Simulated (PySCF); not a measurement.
2-pyrazoline, C3H6N2.
SMILES: `N1N=CCC1`

The closed-shell ground state was solved at several levels (PySCF, density fitting, gas phase, non-relativistic). The structure is a single GFN2-xTB conformer in the gas phase; no vibrational or solvent corrections.

```tsv
level	basis functions	total energy (Eh)	HOMO (eV)	LUMO (eV)	gap (eV)	dipole (D)
wB97X-D/def2-SVPD	148	-227.1559	-7.88	2.24	10.12	2.46
B3LYP/pcJ-1	195	-227.3950	-5.74	0.33	6.07	2.38
```

Q: What might PBE0/pcSseg-1 (115 basis functions) give for the same quantities?

A: Total energy -227.0918 Eh, HOMO -5.98 eV, LUMO 0.55 eV, gap 6.53 eV, dipole 2.42 D.

Q: Over all these levels, which gives the widest orbital gap and which the narrowest?

A: wB97X-D/def2-SVPD (range-separated hybrid) has the widest, 10.12 eV, and B3LYP/pcJ-1 (global hybrid, 20 % exact exchange) the narrowest, 6.07 eV. Functional and basis both differ between the two, so the spread mixes both effects.

Q: How far do the dipole and the HOMO energy spread over the levels?

A: The dipole runs from 2.38 to 2.46 D (mean 2.42 D) and the HOMO from -7.88 to -5.74 eV.

Note: wB97X-D ran without an empirical dispersion term, which enters the total energy and its gradient alone.
